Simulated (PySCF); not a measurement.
Level of theory: r2SCAN-D4/def2-TZVP // r2SCAN-D4/def2-SVP (PySCF). Isolated molecules, 0 K electronic values unless said otherwise. 

Reference species (SMILES): `[OH]` (neutral, multiplicity 2).

```
Quantity                         Result
-----------------------------  --------
highest occupied spin orbital  -7.57 eV
dipole moment                    1.76 D
```

Changed species: `C[O]` (free radical OCH3; the reference has free radical OH).

Question: Give the shifts of the highest occupied spin orbital and dipole moment.

Answer: the highest occupied spin orbital rises by 1.22 eV, to -6.35 eV; the dipole moment goes up by 0.26 D, to 2.02 D.
